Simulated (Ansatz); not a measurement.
# BClH₂N− (SMILES [NH-]BCl): functionals against CCSD(T) at one geometry

The task here is to estimate one member of a computed series from the others.

Computed with Ansatz 0.2.0, Gaussian basis. Level: single points in def2-TZVPPD.

Cores are frozen in the correlated methods.

**Starting geometry**

SMILES `[NH-]BCl`, 5 atoms, charge -1, spin multiplicity 1.

Atoms are counted from 1 here; the program's logs count them from 0.

Bond lengths: N1–B2 1.321 Å, N1–H4 1.010 Å, B2–Cl3 1.927 Å, B2–H5 1.192 Å. Angles: B2–N1–H4 122.4°, N1–B2–Cl3 124.8°, N1–B2–H5 126.9°, Cl3–B2–H5 108.2°.

Geometry (Å):

```
N    -0.55300   -0.84240   -0.38610
B     0.30290   -0.07590    0.26530
Cl    0.34680    1.84830    0.17490
H    -1.26960   -0.46320   -0.98780
H     1.20760   -0.43670    0.95280
```

The first run:

run/in.yaml

```yaml
crystal:
  periodic: [false, false, false]
  atoms:
    - {symbol: N, position_ang: [-0.553000, -0.842400, -0.386100]}
    - {symbol: B, position_ang: [0.302900, -0.075900, 0.265300]}
    - {symbol: Cl, position_ang: [0.346800, 1.848300, 0.174900]}
    - {symbol: H, position_ang: [-1.269600, -0.463200, -0.987800]}
    - {symbol: H, position_ang: [1.207600, -0.436700, 0.952800]}
basis:
  gaussian: {orbitals: "def2-TZVPPD.json"}
total_charge: -1
correlation: {method: ccsd_t}
output: {forces: true}
```

The basis file named in the input lies beside it (Basis Set Exchange, JSON).

No record of the launch command was kept for these runs.

Steps of the session up to this table: CCSD(T)/def2-TZVPPD; PBE0-D4/def2-TZVPPD; wB97M-V/def2-TZVPPD; r2SCAN-D4/def2-TZVPPD; PBE-D4/def2-TZVPPD; r2SCAN0-D4/def2-TZVPPD; SPW92/def2-TZVPPD.

One table of the session follows, with a row left open; its other results are not shown here.

| method | RMS force component (eV/Å) | angle to CCSD(T) forces (°) |
| --- | --- | --- |
| CCSD(T) | 0.522 | reference |
| PBE0-D4 | ? | ? |
| wB97M-V | 0.313 | 17.0 |
| r2SCAN-D4 | 0.357 | 15.6 |
| PBE-D4 | 0.464 | 17.8 |
| r2SCAN0-D4 | 0.272 | 28.0 |
| SPW92 | 0.339 | 44.1 |

**Question.** Estimate the row for PBE0-D4.

**Answer.** RMS force component (eV/Å): 0.320; angle to CCSD(T) forces (°): 19.0. In the column «RMS force component (eV/Å)» it lies between wB97M-V (0.313) and SPW92 (0.339).
